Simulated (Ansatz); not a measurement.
C3H8N2 can be A, `C=NCNC`, or B, `C/N=C/NC`.

Computed with Ansatz on PBE0-D4/def2-TZVP structures; ΔE is electronic, products minus reactants. CCSD(T)/CBS is the MP2 limit (def2-TZVPP, def2-QZVPP) plus CCSD(T) − MP2 in def2-TZVPP, frozen cores. Functionals use def2-TZVPP. B3LYP here is the variant with VWN-RPA as its local correlation; programs differ in this. Each species was taken in one conformer, which may not be the lowest.

(1) Which is lower in electronic energy at CCSD(T)/CBS, and by how much? (Estimate.)

(2) Give E(B) − E(A) in kcal/mol with B3LYP, PBE0-D4, MP2/def2-TZVPP, ωB97M-V, HF/def2-TZVPP, PBE-D4, B2PLYP. (Best estimate.)

Largest T1 diagnostic: 0.012.

Answers

(1) Computed: B, by 12.9 kcal/mol.

(2) Ansatz gave: B3LYP -15.8, PBE0-D4 -16.0, MP2/def2-TZVPP -13.9, ωB97M-V -14.1, HF/def2-TZVPP -13.3, PBE-D4 -16.4, B2PLYP -14.9. None reverses the order clearly.
